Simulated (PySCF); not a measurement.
Species: C4H8O2.
Structure used (GFN2-xTB), in Å, numbered top down from 1:
```
atom  x, y, z in Å
C1    -1.8569    0.5229    0.2780
C2    -1.0037    0.4786   -0.9829
O3     0.3488    0.8555   -0.7499
C4     1.0972   -0.0889   -0.1023
C5     2.2541    0.3420    0.6777
O6     1.0852   -0.1376    1.2896
H7    -1.4539   -0.1505    1.0305
H8    -2.8749    0.2258    0.0411
H9    -1.8639    1.5301    0.6861
H10   -1.3643    1.1985   -1.7211
H11   -1.0275   -0.5287   -1.4237
H12    1.1079   -1.0697   -0.5870
H13    3.1216   -0.3024    0.7528
H14    2.4295    1.4039    0.7887
```

The closed-shell ground state was solved at several levels (PySCF, density fitting, gas phase, non-relativistic).

```
         level  basis functions  HOMO (eV)  LUMO (eV)  gap (eV)  dipole (D)
PBE0/def2-SVPD              190      -7.94       0.89      8.83        1.23
   B3LYP/pcJ-1              242      -7.53       1.45      8.98        1.30
```

Q: Estimate the row for PBE0/pcSseg-1, a basis of 142 functions; the other rows only guide the guess.

A: HOMO -7.81 eV, LUMO 1.76 eV, gap 9.57 eV, dipole 1.29 D.

Q: Over all these levels, which gives the widest orbital gap and which the narrowest?

A: PBE0/pcSseg-1 has the widest, 9.57 eV, and PBE0/def2-SVPD the narrowest, 8.83 eV. The two share the functional. From the narrowest to the widest the HOMO moves by +0.13 eV and the LUMO by +0.87 eV.

Q: How far do the dipole and the HOMO energy spread over the levels?

A: The dipole runs from 1.23 to 1.30 D (mean 1.27 D) and the HOMO from -7.94 to -7.53 eV.

One conformer stands for the species.
